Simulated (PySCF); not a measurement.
C3HNO (triplet state).
Cartesian coordinates in Å at the GFN2-xTB level; atoms count from 1:
```xyz
6
C3HNO angstrom
N      2.5686   -0.7788    0.2086
C      1.4738   -0.3450    0.0994
C      0.3248    0.2465   -0.0409
C     -1.0647    0.3237   -0.0917
O     -1.8054    1.2556   -0.2868
H     -1.4940   -0.6999    0.0898
```

The hyperfine couplings belong to this conformer and change with its torsions.

The species is `N#C[C]C=O` [triplet].

Computed with UKS B3LYP, pcH-1 on C H N O, non-relativistic, mean-field spin-orbit, GIAO in PySCF. Isolated species at its GFN2-xTB geometry (one conformer only). This triplet need not be the ground state; the singlet was not compared here. The geometry wasn't refined by DFT: couplings that depend on bond lengths, twists or pyramidal angles can differ widely from those at the functional's own minimum. Stability of the SCF solution: not tested.

Principal values of hyperfine tensors in MHz (contact and dipolar terms together), for some of the nuclei:

| atom | isotope | A1 | A2 | A3 |
| --- | --- | --- | --- | --- |
| C3 | 13C | 27.40 | 108.20 | 124.56 |
| H6 | 1H | 55.31 | 58.96 | 66.56 |
| C2 | 13C | -61.57 | -61.24 | -26.35 |
| C4 | 13C | -44.45 | -31.40 | -25.93 |
| N1 | 14N | -10.75 | 19.20 | 21.51 |

(1) Give the isotropic coupling of each nucleus in MHz and in mT (g = 2.0041), and the anisotropic part.

(2) What spin density at the nucleus of C2 lies behind its contact coupling (g_N = 1.40482)?

(3) O5 (17O, g_N = -0.75752) isn't in the table. Its spin density at the nucleus is 0.04007 bohr⁻³. What is its contact coupling?

(4) Name the largest traceless tensor T of the table and describe it.

## Answers

(1) a_iso = (A1 + A2 + A3)/3, Ti = Ai − a_iso; 1 mT corresponds to 28.049 MHz.

| atom | a_iso (MHz) | a_iso (mT) | T1 | T2 | T3 |
| --- | --- | --- | --- | --- | --- |
| C3 | 86.72 | 3.092 | -59.32 | 21.48 | 37.84 |
| H6 | 60.28 | 2.149 | -4.97 | -1.32 | 6.29 |
| C2 | -49.72 | -1.773 | -11.85 | -11.52 | 23.37 |
| C4 | -33.92 | -1.209 | -10.53 | 2.53 | 8.00 |
| N1 | 9.99 | 0.356 | -20.74 | 9.21 | 11.53 |

(2) a_FC = (2μ0/3) gₑ μB g_N μN ρ(0)/(2S·h) = 800.24 MHz × g_N × ρ(0)/(2S), with ρ in bohr⁻³. With a_FC = -49.72 MHz and 2S = 2, ρ(0) = -0.08845 bohr⁻³.

(3) By the same relation, a_FC = -12.15 MHz. Its full tensor has the principal values -53.60, 5.94, 11.23 MHz.

(4) C3: -59.3, 21.5, 37.8 MHz, rhombic: the two smaller values differ by 28 % of the largest.

On Arm Neoverse N1, one thread, shared host, this took 24 s of wall time (with the writing of density and orbital grids) and 0.42 GiB of memory at its peak.
